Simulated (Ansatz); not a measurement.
Relaxed structures of CH₇Si₂ (charge -1), singlet (PBE0-D4/def2-TZVPD; forces vanish, vibrations not checked; lower isomers may exist, and structures with a doubtful reference or unclear bonds are left out; Å). Ansatz 0.2.0; basis: def2-TZVPPD; cores frozen in the correlated methods.

(1) Rank them by CCSD(T) energy, lowest first, and give each one's height above the lowest. Links in brackets join atoms within 1.22 times the sum of their covalent radii (1.1 for two metals). (An estimate is asked for; the value comes from the calculation.)
A.
CH₇Si₂ ([CH3][SiH2][SiH2]), total charge -1
```
10
angstrom
C -1.6136 0.5721 -0.6273
Si 0.2625 0.6996 -0.2945
Si 1.3094 -0.9233 1.0432
H -1.8377 -0.3843 -1.1088
H -1.9881 1.3805 -1.2653
H 0.4375 2.1081 0.2318
H 0.8652 0.8074 -1.6789
H 0.6199 -2.0629 0.2695
H 0.2055 -0.8128 2.1118
H -2.1580 0.5962 0.3213
```
B.
CH₇Si₂ ([SiH2][CH2][SiH3]), total charge -1
```
10
angstrom
C 0.0914 0.6015 -0.2088
Si -1.8593 0.2708 -0.3611
Si 0.8523 -0.7527 0.7834
H -1.7624 -0.7403 -1.5196
H -2.1703 1.4711 -1.2797
H 0.2321 1.5403 0.3411
H 0.5925 0.7027 -1.1775
H 0.4820 -2.1176 0.2976
H 0.4684 -0.6887 2.2268
H 2.3631 -0.7555 0.7902
```
C.
CH₇Si₂ ([CH2][SiH2][SiH3]), total charge -1
```
10
angstrom
C -1.6534 0.4417 -0.8050
Si 0.0413 0.7968 -0.4596
Si 0.9556 -0.9032 0.9032
H -1.9402 -0.5096 -1.2496
H -2.3489 1.2574 -0.9970
H 0.2357 2.0690 0.3315
H 1.1749 0.9483 -1.4917
H 0.6134 -2.2807 0.4092
H 0.4619 -0.8813 2.3204
H 2.4598 -0.9384 1.0386
```

No T1 diagnostic of these runs exceeds 0.015.

## Answers

(1) The calculation gives: A (0.000 eV), B (0.473 eV), C (1.108 eV). Heights count from the lowest.

For scale, one of the runs: CCSD(T)/def2-TZVPPD, 252 basis functions, launched by `ansatz run in.yaml --threads 2 --pin off --events-out ev --progress --plain --max-ram 4352MiB`. Time: 11 min of wall clock on 2 CPU threads of an Arm Neoverse V1; the host was shared. Peak host memory: 2 GiB.
